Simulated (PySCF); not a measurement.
Compound: ClH₃Si.
SMILES with atom numbers: `[SiH3:1][Cl:2]` (hydrogens: H3, H4, H5 on Si1)

Cartesian coordinates in Å at the PBE0-D3(BJ)/def2-SVP level; atoms count from 1:
```xyz
5
ClH3Si angstrom
Si    -0.1202   -0.0054   -0.0114
Cl     1.9432    0.1024    0.0625
H     -0.5155   -1.0243   -1.0226
H     -0.6593    1.3286   -0.3946
H     -0.6309   -0.3957    1.3317
```

Computed at PBE0/pcSseg-1 (PySCF, non-relativistic), with Q(35Cl) = −0.0817 b: Cl2, 35Cl (I = 3/2): χzz = -45.96 MHz, η = 0.000.

Question: Find the zero-field quadrupole resonance frequencies of 35Cl at Cl2.

Answer: From ν = (|χ|/2)√(1 + η²/3): ν = 22.98 MHz (silicon-bound chlorine). For 37Cl the ratio of quadrupole moments, 0.7881, gives 18.11 MHz.

Question: Apply the simplest Townes–Dailey estimate (no s hybridisation, no π bonding), ionic character = 1 − χzz/χ0, where χ0 is the coupling for one missing p electron along the bond: −109.74 MHz for 35Cl.

Answer: Cl2 on Si1: 1 − (-45.96)/(-109.74) = 0.58. In this model a purely covalent bond gives χ0 and a free halide ion gives zero; s hybridisation or π bonding, where present, is counted here as ionic character.

In a crystal, neighbours and librations shift these lines. Isolated species at its PBE0-D3(BJ)/def2-SVP geometry, gas phase. With so small a basis the couplings can be 20 % off.

These values come from a run that also computed NMR shieldings. The run took 2.3 s wall on one thread of an Arm Neoverse V1, shared host.
